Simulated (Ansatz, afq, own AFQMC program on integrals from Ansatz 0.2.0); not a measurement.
Two steps: Ansatz 0.2.0 writes the Fock matrix and Cholesky factors of the valence space, and afq projects on them the lowest state that overlaps trial and start.

```yaml
crystal:
  periodic: [false, false, false]
  atoms:
    - {symbol: B, position_ang: [-2.631046, 0.000000, 0.000000]}
    - {symbol: H, position_ang: [-3.227779, 1.033571, 0.000000]}
    - {symbol: H, position_ang: [-3.227779, -1.033571, 0.000000]}
    - {symbol: H, position_ang: [-1.232046, 0.000000, 0.000000]}
    - {symbol: Br, position_ang: [0.452954, 0.000000, 0.000000]}
basis:
  gaussian: {orbitals: cc-pVTZ}
magnetization: {spin_polarized: true, initial_magnetization: 1}
correlation: {method: ccsd_t, electrons: outside_noble_gas, hamiltonian_folder: ham}
```

```sh
$ ansatz run in.yaml --threads 1 --pin off --events-out ev --progress --plain --max-ram 24576MiB --backend cuda --devices 0, --max-vram 18GiB
```

Options of the walk:

```
--method phaseless --trial cisd --walkers 900 --populations 20 --least-time 60 --time-step 0.005 --steps-per-block 50 --equilibration-blocks 28 --max-blocks 4000 --target-error 0.00021 --factor-cut 1e-05 --start spin_pure --seed 9618 --release-times 0.24,0.51,0.99,1.62,2.4 --release-step 0.03 --release-every 3 --taylor-order 6
```

Times are imaginary, in 1/Eh. The walk had a cap of 231 s. With eight or more populations the least sampling time is a fifth of least-time, and the error comes from their spread. Filled inner d shells are frozen with the cores.

afq prints:

```
orbitals 100  electrons 7 6  factors 620 of 680
reference energy -2598.81216570 Eh
CCSD correlation -0.30428374 Eh in 11 cycles, weight of the determinant in the CISD state 0.8718
energy of the start -2599.114956 Eh
 block  time / (1/Eh)  mean weight  energy / Eh
     1     0.250  0.9997  -2599.111194
     2     0.500  0.9994  -2599.114613
     3     0.750  0.9996  -2599.118078
     4     1.000  0.9997  -2599.120956
     5     1.250  0.9994  -2599.122260
     7     1.750  0.9998  -2599.124045
     9     2.250  0.9993  -2599.125099
    13     3.250  0.9998  -2599.127098
    19     4.750  1.0001  -2599.126957
    25     6.250  1.0002  -2599.127302
    31     7.750  0.9999  -2599.126420
    34     8.500  1.0003  -2599.129513
    37     9.250  0.9993  -2599.128573
    43    10.750  0.9999  -2599.127401
    49    12.250  0.9996  -2599.127154
    55    13.750  0.9997  -2599.128948
    61    15.250  0.9991  -2599.128904
    67    16.750  1.0000  -2599.129336
    73    18.250  0.9999  -2599.126905
    79    19.750  0.9999  -2599.126598
    85    21.250  1.0002  -2599.126880
    91    22.750  0.9998  -2599.127600
    94    23.500  0.9999  -2599.125584
    97    24.250  1.0001  -2599.127409
   103    25.750  0.9992  -2599.128545
   109    27.250  0.9998  -2599.128959
   115    28.750  1.0004  -2599.128331
   121    30.250  1.0005  -2599.127193
   127    31.750  0.9995  -2599.129198
   133    33.250  1.0004  -2599.128283
   139    34.750  1.0002  -2599.126121
   145    36.250  1.0006  -2599.127027
   148    37.000  0.9990  -2599.129013
error from the spread of 20 populations
released: time / (1/Eh)  energy / Eh  error  mean overlap
  0.24  -2599.127761  0.000174  0.9967
  0.51  -2599.127576  0.000126  0.9962
  0.99  -2599.127567  0.000145  0.9916
  1.62  -2599.127764  0.000157  0.9799
  2.40  -2599.127795  0.000415  0.9734
energy -2599.127564 +/- 0.000205 Eh
(rows thinned)
```

The run passed its tests (sampling time, drift between the halves within three errors, error under three times the target), which doesn't prove that it has relaxed.

Against this walk (error 5.6 meV) on the same determinant: CCSD(T) 35.8 meV higher. The error is statistical and leaves out the bias of the constraint. Released to 1.62 1/Eh the energy moves by -5 ± 7 meV (both errors), within twice the noise.

Cautions: constraint bias not in the error; no relativity below Rb; no spin-orbit coupling; inner d shell frozen.

The walk took 2.2 min on 1 × NVIDIA H100 80GB HBM3 with 2 threads of AMD EPYC 7R13 Processor (Zen 3), with other jobs on the host (the card was shared). The log's last line is the phaseless energy.

A walk keeps the symmetry of its determinant, which the program's search chose and which needn't be the lowest solution, so a lower state of the same spin and another symmetry isn't excluded.
